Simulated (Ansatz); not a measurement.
The cluster Si₂C, relaxed as a singlet with RKS PBE0-D4/def2-TZVP in Ansatz, starting from the GFN1-xTB geometry. Force threshold 0.02 eV/Å.

The structure comes from a short search, and lower isomers may exist.

Start:

```xyz
3

Si   -0.531    0.373   -1.601
Si    0.537   -0.373    1.599
C    -0.006    0.000    0.002
```

Task: Estimate the energy that the relaxation releases and the steps that it takes.

Result: 13.1 kJ/mol, in 18 steps; 9.5 s on 4 threads of Arm Neoverse V2 on a shared host. The force fell under the threshold at step 4, but the optimiser went on and released 0.075 eV more. No frequencies were taken in this run, so the end may be a saddle point.

Task: Does the start keep its bonding and symmetry?

Result: By distances, no bond broke or formed. The bond that changes most is Si2–C3, from 1.73 to 1.69 Å (atoms count from 1). Point group D∞h at the start, C2v at the end, both within 0.05 Å.

Task: Predict the relaxed structure.

Result: 
```xyz
3

Si   -0.187    0.335   -1.442
Si    0.720   -0.298    1.273
C    -0.533   -0.037    0.169
```
Bond lengths: 2 × C–Si 1.69 Å.
